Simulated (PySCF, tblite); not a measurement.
ammonium and 2 × water

A gas-phase complex of ammonium and 2 × water; charge +1, singlet. The structure comes from a short search (6 tight-binding starts) and was relaxed by PBE0-D3(BJ)/def2-SVPD; another way of binding may lie lower. No frequency run checks that it is a minimum.

Parts: 1 = ammonium ([NH4+]), atoms 1–5, charge +1; 2 = water (O), atoms 6–8; 3 = water (O), atoms 9–11.

Coordinates in Å:
```
N1     -0.020    0.194   -0.263
H2     -0.002   -0.516   -1.041
H3      0.161    1.159   -0.644
H4     -0.935    0.174    0.192
H5      0.693   -0.035    0.431
O6      0.006   -1.633   -2.272
H7      0.110   -1.451   -3.211
H8     -0.096   -2.587   -2.188
O9      0.458    2.674   -1.280
H10     1.317    3.035   -1.525
H11    -0.182    3.383   -1.405
```

Contacts between parts, classed by geometry: H2···O6 1.662 Å (hydrogen bond, 179°); H3···O9 1.670 Å (hydrogen bond, 179°).

Interaction energies are complex less parts, with the parts frozen as they stand in it; counterpoise-corrected, in kcal/mol (PySCF).

(1) Give the interaction energy at each level run.

(2) What holds them together? Decompose the wB97M-D3(BJ)/def2-TZVPD energy: frozen parts, their antisymmetrised product, then relaxation.

(3) Are the pair energies additive?

The parts were also relaxed and run alone, at the levels used for the complex: shieldings by PBE0/pcSseg-2; core levels by delta-SCF with SCAN, pcX-2 on the ionised atom and pcseg-1 elsewhere, spin-free X2C.

Values alone: N1–H2 bond (Å): 1.027; shielding of H2 (ppm): 26.38; shielding of O6 (ppm): 328.9; shielding of H3 (ppm): 26.38; shielding of O9 (ppm): 328.9; N1 1s core level (eV): 417.00; O6 1s core level (eV): 539.76; O9 1s core level (eV): 539.76.

(4) How do these values change when the complex forms?

## Answers

(1) 
```tsv
level	interaction	superposition error removed
wB97M-D3(BJ)/def2-TZVPD	-38.42	-0.17
PBE0-D3(BJ)/def2-TZVPD	-40.00	-0.18
```

(2) electrostatic -45.8, Pauli repulsion +32.7, orbital relaxation -23.6, dispersion correction -1.8 kcal/mol, which sum to the value before the counterpoise correction; the Pauli term holds the exchange-correlation of the frozen density too. Of the attraction, 64 % is electrostatic, 33 % is orbital relaxation, 3 % is dispersion correction.

(3) The pairs sum to -41.34 kcal/mol (1–2 -21.0, 1–3 -21.0, 2–3 0.7); the rest of +2.92 is a many-body weakening.

(4) 
```tsv
property	alone	in the complex	change
N1–H2 bond (Å)	1.027	1.054	+0.026
shielding of H2 (ppm)	26.38	20.34	-6.04
shielding of O6 (ppm)	328.9	311.7	-17.2
shielding of H3 (ppm)	26.38	20.49	-5.89
shielding of O9 (ppm)	328.9	311.7	-17.2
N1 1s core level (eV)	417.00	413.41	-3.59
O6 1s core level (eV)	539.76	544.60	+4.85
O9 1s core level (eV)	539.76	544.63	+4.87
```
